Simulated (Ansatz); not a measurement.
**doublet C2H3F3S+ at 6 levels**

Wanted: a comparison of 6 runs (UHF/STO-3G, UHF/cc-pVDZ, UB3LYP/6-31G*, U-revPBE/cc-pVDZ, UCCSD/cc-pVDZ, UCCSD(T)/cc-pVDZ) of doublet C2H3F3S+. 

The calculation is run with Ansatz 0.2.0.

54 further runs of the same task are left out: 54 set aside as unsound or not needed. Runs told in other sessions of the task aren't counted.

**1. The molecule**

C2H3F3S+: 9 atoms, total charge +1, spin state doublet. SMILES of the parent species: `CSC(F)(F)F`. The shape is that of a PBE0-D4/def2-TZVP optimisation. That shape belongs to the parent species and isn't relaxed for this state.

Bond lengths: C1–S2 1.799 Å, S2–C3 1.797 Å, C3–F4 1.338 Å, C3–F5 1.331 Å, C3–F6 1.338 Å, C1–H7 1.090 Å, C1–H8 1.089 Å, C1–H9 1.089 Å. Some angles: C1–S2–C3 98.4°, S2–C3–F4 112.9°, S2–C3–F5 108.3°, S2–C3–F6 112.9°, F4–C3–F5 108.0°, F4–C3–F6 106.4°, F5–C3–F6 108.0°, S2–C1–H7 105.7°, S2–C1–H8 111.0°, S2–C1–H9 111.0°.

**2. A single-point energy at UHF/STO-3G (run 1)**

Contents of job.yaml:

```yaml
basis:
  gaussian:
    orbitals: STO-3G
crystal:
  periodic: [false, false, false]
  atoms:
    - {symbol: C, position_ang: [-0.264600, -1.100100, 0.810100]}
    - {symbol: S, position_ang: [1.180700, -0.334500, 0.060100]}
    - {symbol: C, position_ang: [0.352400, 1.022800, -0.776800]}
    - {symbol: F, position_ang: [-0.550100, 0.609400, -1.673600]}
    - {symbol: F, position_ang: [1.270600, 1.742000, -1.418200]}
    - {symbol: F, position_ang: [-0.296500, 1.835600, 0.064500]}
    - {symbol: H, position_ang: [0.112500, -1.958300, 1.366300]}
    - {symbol: H, position_ang: [-0.961900, -1.447400, 0.049200]}
    - {symbol: H, position_ang: [-0.754400, -0.415800, 1.501300]}
total_charge: 1
magnetization:
  spin_polarized: true
  initial_magnetization: 1
hamiltonian:
  xc: hf
accuracy: high
output:
  orbitals: {seedname: orbitals}
```

The run is started by

```
$ ansatz run job.yaml --threads 1 --pin off --max-ram 2610MiB --events-out events.jsonl --progress --plain --runs-dir runs
```

What it wrote:

```text
Warning: RAYON_NUM_THREADS=1 ignored (pool sized by the plan → 1); use --threads N
Functional definition: HF
  name "HF"
  exchange = exact_x
  correlation = 0
793 factors; integrals over basis functions are off by at most 4.5e-8 eV
mean field evaluation 1: about -20772.1182 eV, gradient 3.1e1 eV
mean field evaluation 2: about -20772.3778 eV, gradient 3.1e1 eV
mean field evaluation 4: about -20779.1238 eV, gradient 2.2e0 eV
mean field evaluation 8: about -20779.2003 eV, gradient 2.2e-3 eV
mean field -20779.20033418 eV, -763.6215276333 hartree, gradient 6.2e-8 eV, S^2 0.758943; 0 other end points of the search recorded, 0 dependent functions left out
reference -20779.20033418 eV, -763.6215276333 hartree; 29, 28 occupied and 8, 9 virtual orbitals, 793 factors
Total energy: -20779.20033418 eV, -763.6215276333 hartree
```

Run time: 0.85 s. Hardware: 1 thread of Arm Neoverse V2, shared host; peak memory 0.11 GiB.

**3. A single-point energy at UHF/cc-pVDZ (run 2)**

Edit job.yaml of step 2 so:

```diff
@@ -1,4 +1 @@
-basis:
-  gaussian:
-    orbitals: STO-3G
 crystal:
@@ -15,3 +12,9 @@
     - {symbol: H, position_ang: [-0.754400, -0.415800, 1.501300]}
-total_charge: 1
+basis:
+  gaussian:
+    orbitals: cc-pVDZ
+hamiltonian:
+  xc: hf
+accuracy: high
+output: {orbitals: {seedname: orbitals}}
 magnetization:
@@ -19,6 +22,2 @@
   initial_magnetization: 1
-hamiltonian:
-  xc: hf
-accuracy: high
-output:
-  orbitals: {seedname: orbitals}
+total_charge: 1
```

The run is started by

```
$ ansatz run job.yaml --threads 1 --pin off --max-ram 2610MiB --events-out events.jsonl --progress --plain --runs-dir runs
```

What it wrote:

```text
Warning: RAYON_NUM_THREADS=1 ignored (pool sized by the plan → 1); use --threads N
[... 4 set-up lines as earlier in the session ...]
2389 factors; integrals over basis functions are off by at most 3.8e-9 eV
mean field evaluation 1: about -21028.2549 eV, gradient 3.9e1 eV
mean field evaluation 2: about -21028.4555 eV, gradient 3.9e1 eV
mean field evaluation 4: about -21034.5065 eV, gradient 3.1e0 eV
mean field evaluation 8: about -21034.6545 eV, gradient 1.5e-1 eV
mean field evaluation 16: about -21034.6550 eV, gradient 6.0e-7 eV
mean field -21034.65499501 eV, -773.0093132655 hartree, gradient 3.1e-8 eV, S^2 0.763253; 0 other end points of the search recorded, 0 dependent functions left out
reference -21034.65499501 eV, -773.0093132655 hartree; 29, 28 occupied and 74, 75 virtual orbitals, 2389 factors
Total energy: -21034.65499501 eV, -773.0093132655 hartree
```

Run time: 7.8 s. Hardware: 1 thread of Arm Neoverse V2, shared host; peak memory 0.45 GiB.

Run 3 isn't shown in full; the table further down has it.

**4. A single-point energy at U-revPBE/cc-pVDZ (run 4)**

Contents of in.yaml:

```yaml
crystal:
  periodic: [false, false, false]
  atoms:
    - symbol: C
      position_ang: [-0.264600, -1.100100, 0.810100]
    - symbol: S
      position_ang: [1.180700, -0.334500, 0.060100]
    - symbol: C
      position_ang: [0.352400, 1.022800, -0.776800]
    - symbol: F
      position_ang: [-0.550100, 0.609400, -1.673600]
    - symbol: F
      position_ang: [1.270600, 1.742000, -1.418200]
    - symbol: F
      position_ang: [-0.296500, 1.835600, 0.064500]
    - symbol: H
      position_ang: [0.112500, -1.958300, 1.366300]
    - symbol: H
      position_ang: [-0.961900, -1.447400, 0.049200]
    - symbol: H
      position_ang: [-0.754400, -0.415800, 1.501300]
basis:
  gaussian:
    orbitals: cc-pVDZ
total_charge: 1
magnetization:
  spin_polarized: true
  initial_magnetization: 1
hamiltonian:
  xc: {name: revPBE}
accuracy: high
output:
  orbitals: {seedname: orbitals}
```

The run is started by

```
$ ansatz run in.yaml --threads 1 --pin off --max-ram 2610MiB --events-out events.jsonl --progress --plain --runs-dir runs
```

What it wrote:

```text
Warning: RAYON_NUM_THREADS=1 ignored (pool sized by the plan → 1); use --threads N
Functional definition: revPBE
  name "revPBE"
  parameter kappa = 1.245
  parameter beta = 0.06672455060314922
  exchange = pbe_x(kappa = kappa, mu = beta*pi^2/3)
  correlation = pbe_c(beta = beta)
2389 factors; integrals over basis functions are off by at most 3.8e-9 eV
mean field evaluation 1: about -21082.1306 eV, gradient 5.7e1 eV
mean field evaluation 2: about -21034.1408 eV, gradient 1.2e2 eV
mean field evaluation 4: about -21094.1474 eV, gradient 8.1e0 eV
mean field evaluation 8: about -21094.4293 eV, gradient 3.8e-1 eV
mean field evaluation 16: about -21094.4299 eV, gradient 6.4e-5 eV
mean field evaluation 32: about -21094.1583 eV, gradient 6.8e0 eV
mean field -21094.42991917 eV, -775.2060012113 hartree, gradient 3.0e-8 eV, S^2 0.752980; 2 other end points of the search recorded, 0 dependent functions left out
reference -21094.42992224 eV, -775.2060013240 hartree; 29, 28 occupied and 74, 75 virtual orbitals, 2389 factors
Total energy: -21094.42992224 eV, -775.2060013240 hartree
```

It took 19 s on 1 thread of Arm Neoverse V2, shared host; peak memory 0.37 GiB.

Run 5 isn't shown in full; the table further down has it.

**5. A single-point energy at UCCSD(T)/cc-pVDZ (run 6)**

Contents of in.yaml:

```yaml
crystal:
  periodic: [false, false, false]
  atoms:
    - {symbol: C, position_ang: [-0.264600, -1.100100, 0.810100]}
    - {symbol: S, position_ang: [1.180700, -0.334500, 0.060100]}
    - {symbol: C, position_ang: [0.352400, 1.022800, -0.776800]}
    - {symbol: F, position_ang: [-0.550100, 0.609400, -1.673600]}
    - {symbol: F, position_ang: [1.270600, 1.742000, -1.418200]}
    - {symbol: F, position_ang: [-0.296500, 1.835600, 0.064500]}
    - {symbol: H, position_ang: [0.112500, -1.958300, 1.366300]}
    - {symbol: H, position_ang: [-0.961900, -1.447400, 0.049200]}
    - {symbol: H, position_ang: [-0.754400, -0.415800, 1.501300]}
basis:
  gaussian:
    orbitals: cc-pVDZ
scf:
  omitted_lower_state_checks: [cluster_reference, increment]
accuracy: high
total_charge: 1
correlation:
  method: ccsd_t
  frozen_orbitals: {C: 1, F: 1, H: 0, S: 5}
magnetization:
  spin_polarized: true
  initial_magnetization: 1
```

The run is started by

```
$ ansatz run in.yaml --threads 1 --pin off --max-ram 2610MiB --events-out events.jsonl --progress --plain --runs-dir runs
```

What it wrote (excerpt; [...] marks lines left out):

```text
Warning: RAYON_NUM_THREADS=1 ignored (pool sized by the plan → 1); use --threads N
[... 2 set-up lines as earlier in the session ...]
[...]
2389 factors; integrals over basis functions are off by at most 3.8e-9 eV
[...]
mean field -21034.65499501 eV, -773.0093132655 hartree, gradient 3.1e-8 eV, S^2 0.763253; 0 other end points of the search recorded, 0 dependent functions left out
10 core orbitals not correlated: weight in the atoms' cores, before any rotation towards them, 1.000 or more for the frozen orbitals, at most 0.000 for the correlated occupied ones
reference -21034.65499501 eV, -773.0093132655 hartree; 19, 18 occupied and 74, 75 virtual orbitals, 2389 factors
second order -25.56874511 eV of doubles, -0.00000000 eV of singles
cycle   1  -25.85842257 eV  change   -2.9e-1 eV  update   1.2e-1
[...]
cycle  24  -26.63933008 eV  change   7.2e-10 eV  update   4.1e-9
perturbative correction -0.66975492 eV, -0.0246130394 hartree
Total energy: -21061.96408001 eV, -774.0129036285 hartree
Checks for a lower state left out: cluster_reference, increment
```

Run time: 5.3 min. Hardware: 1 thread of Arm Neoverse V2, shared host; peak memory 2 GiB.

**6. Overview of the runs**

| run | level | frozen core orbitals | energy (Eh) | HOMO energy (eV) | LUMO energy (eV) | ⟨S²⟩ | wall time |
| --- | --- | --- | --- | --- | --- | --- | --- |
| 1 | UHF/STO-3G | – | -763.621528 | -17.56 | -5.22 | 0.759 | 0.85 s |
| 2 | UHF/cc-pVDZ | – | -773.009313 | -20.38 | -7.80 | 0.763 | 7.8 s |
| 3 | UB3LYP/6-31G* (spherical functions) | – | -775.358258 | -15.91 | -12.47 | 0.754 | 20 s |
| 4 | U-revPBE/cc-pVDZ | – | -775.206001 | -14.53 | -13.02 | 0.753 | 19 s |
| 5 | UCCSD/cc-pVDZ | 10 | -773.988291 | – | – | 0.763 | 3.3 min |
| 6 | UCCSD(T)/cc-pVDZ | 10 | -774.012904 | – | – | 0.763 | 5.3 min |

**7. What came out**

| quantity | value |
| --- | --- |
| run 6: total energy | -774.01290 Eh |
| run 6: correlation energy (10 core orbitals frozen) | -1003.6 mEh |
| run 6: (T) correction | -24.61 mEh |
| run 6: ⟨S²⟩ of the reference determinant | 0.763 |
| run 6: T1 diagnostic | 0.015 |

In words: Below the UHF energy at the same shape and in the same basis (cc-pVDZ): UCCSD -979.0 mEh; UCCSD(T) -1003.6 mEh. Totals of different functionals can't be ranked against each other. In run 1 the basis is minimal, so the values are rough. All runs together took 9.4 min, the longest 5.3 min.
